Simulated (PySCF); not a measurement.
C₅H₉Cl.
Numbering: `[CH3:1][CH2:2][CH2:3]/[CH:4]=[CH:5]\[Cl:6]` (hydrogens: H7, H8, H9 on C1; H10, H11 on C2; H12, H13 on C3; H14 on C4; H15 on C5)

Cartesian coordinates in Å at the GFN2-xTB level; atoms count from 1:
```xyz
15
C5H9Cl angstrom
C     -1.605    0.692    0.041
C     -1.118   -0.724   -0.236
C      0.288   -0.960    0.327
C      1.299   -0.100   -0.356
C      2.092    0.790    0.215
Cl     2.106    1.115    1.909
H     -1.608    0.890    1.111
H     -2.616    0.831   -0.336
H     -0.953    1.419   -0.438
H     -1.112   -0.905   -1.313
H     -1.804   -1.441    0.219
H      0.291   -0.759    1.398
H      0.559   -2.008    0.173
H      1.371   -0.219   -1.429
H      2.806    1.386   -0.331
```

PySCF, density fitting, gas phase, GFN2-xTB geometry. The standard run uses grid level 2 after a coarse-grid start, the def2-universal JK fitting basis (with tight functions added where the orbital basis needs them), an energy threshold of 1e-9 Eh and DIIS. The changed runs have no coarse-grid stage.

**Question.** Standard PBE0/pcSseg-1: E = -655.692238 Eh, HOMO -7.204 eV, LUMO 0.100 eV, dipole 1.660 D, 13 cycles (coarse-grid cycles included). What changes at PBE0/pcSseg-1 with: fitting basis def2-universal-jfit, at most 93 cycles?

**Answer.** E = -655.179253 Eh (+512.985 mEh), HOMO -7.195 eV (+0.009), LUMO 0.100 eV (0.000), dipole 1.650 D (-0.010), 10 SCF cycles. Of the changed settings only the fitting basis enters the energy expression; the total energy moves by 322 kcal/mol. The setting was typed as a poor one on purpose.

The cycles:
```
cycle   1  E = -655.1419277268  dE =  5.576e-01  |g| = 3.725e-01  |ddm| = 3.343e+00
cycle   2  E = -655.1266477324  dE =  1.528e-02  |g| = 4.484e-01  |ddm| = 6.833e-01
cycle   3  E = -655.1771717876  dE = -5.052e-02  |g| = 8.892e-02  |ddm| = 4.206e-01
cycle   4  E = -655.1789664427  dE = -1.795e-03  |g| = 3.428e-02  |ddm| = 1.023e-01
cycle   5  E = -655.1792447667  dE = -2.783e-04  |g| = 5.902e-03  |ddm| = 2.905e-02
cycle   6  E = -655.1792528502  dE = -8.084e-06  |g| = 1.598e-03  |ddm| = 7.849e-03
cycle   7  E = -655.1792533072  dE = -4.569e-07  |g| = 4.003e-04  |ddm| = 1.923e-03
cycle   8  E = -655.1792533462  dE = -3.903e-08  |g| = 7.463e-05  |ddm| = 4.043e-04
cycle   9  E = -655.1792533475  dE = -1.277e-09  |g| = 2.669e-05  |ddm| = 9.244e-05
cycle  10  E = -655.1792533477  dE = -1.717e-10  |g| = 6.711e-06  |ddm| = 3.278e-05
```
